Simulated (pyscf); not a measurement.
Single points on ωB97X-D3(BJ)/def2-SVP structures (PySCF, gas phase). MP2 and CC: frozen core, UHF for open shells. ΔMP2 is the change of the MP2 total energy from the triple- to the quadruple-zeta basis.

Estimate by transition-state theory (the high-pressure limit) the rate constant of `[CH3][CH]([CH3])[F]` → `[CH2]=[CH][CH3]` + `[FH]` (singlet surface; C–H, C–F broken, F–H formed) at 900 K, with CCSD(T)/def2-TZVPP + ΔMP2(QZVPP) energies (ideal gas, 1 atm, RRHO with modes under 100 cm⁻¹ raised to 100, one conformer, R ln 2 for rigid chiral ones; no tunnelling).

The electronic barrier is 61.5 kcal/mol and the thermal terms add -6.3, so ΔG‡ = 55.2 kcal/mol. With k_BT/h = 1.88e+13 s⁻¹ and RT = 1.788 kcal/mol, k = 7.3e-01 s⁻¹, a half-life of 9.4e-01 s through this channel alone. Wigner's tunnelling factor for 1822i cm⁻¹ would be 1.35. A shift of 1 kcal/mol in the barrier changes k by a factor 1.7. On the product side the descent ends in a complex, 6.2 kcal/mol under the separated species and 44.6 kcal/mol under the saddle at ωB97X-D3(BJ)/def2-TZVP. This is the saddle that the search found; another between the same sides may lie lower. The CCSD(T) − MP2 part came from Ansatz, without density fitting, on the same reference.
